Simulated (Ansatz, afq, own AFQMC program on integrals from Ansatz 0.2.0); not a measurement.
# AlSiH, triplet in 6-31G, levels against full CI

```xyz
3

Si    0.0000    0.0000    5.0377
Al    0.0000    0.0000   -0.5906
H     0.0000    0.0000   -4.4471
```

Connectivity, by distances: Si ··· Al ··· H.

Basis 6-31G. Only valence electrons are correlated. AFQMC by an in-house program on the Cholesky factors that Ansatz 0.2.0 writes for its CCSD(T) run. ph-AFQMC/CISD is guided by a CISD state made of CCSD amplitudes; releasing the constraint for a short imaginary time cuts its bias at the price of noise, slowly where states lie close. ± is one standard error of the sampling.

Determinant: ROHF, the one that the program's search chose, which needn't be the lowest solution. The geometry is a point of a scan.

Full CI on the same integrals is exact in this basis and with this determinant's frozen core.

Cautions: lower spins were not checked; a spin-contaminated unrestricted determinant lies lower (UHF 1.96 eV lower, ⟨S²⟩ 2.96); the search met a lower determinant of the same kind, perhaps of another symmetry (311 meV lower), and this one is a saddle point; strong correlation (T1 0.099, weight of the determinant 0.62, largest double 0.51); the CCSD(T) amplitudes may be one of several solutions (largest double 0.51); the CCSDT(Q) amplitudes may be one of several solutions (largest double 0.52); the CCSDTQ amplitudes may be one of several solutions (largest double 0.52); the released energies are still falling, so no released level is given (meV from the phaseless value at times in 1/Eh: -3 ± 4 at 0.24, -4 ± 3 at 0.51, -13 ± 3 at 0.99, -17 ± 4 at 1.62, -26 ± 5 at 2.40).

The T1 diagnostic is 0.0992, the weight of the determinant in the CISD state is 0.621 and the size of the correlated space is 8 electrons in 18 orbitals.

Reference: full CI, correlation energy -3.552 eV. The cautions show a poor starting determinant, so the rows tell how each method copes with it here, and full CI is the sure value.

```tsv
level	E − E(reference) (kcal/mol)	share of correlation (%)
HF	81.91	0.00
MP2	38.77	52.66
CCSD	1.58	98.07
CCSD(T)	-0.30	100.36
CCSDT	0.05	99.94
CCSDT(Q)	0.09	99.89
CCSDTQ	0.00	100.00
ph-AFQMC/CISD	1.91 ± 0.09	97.67
```

CCSDT and higher add their correlation energy to the determinant of the CCSD(T) run, since their own runs factorise the integrals more tightly (a shift of under 2 meV). A walk keeps the symmetry of its determinant, which the program's search chose and which needn't be the lowest solution, so a lower state of the same spin and another symmetry isn't excluded.
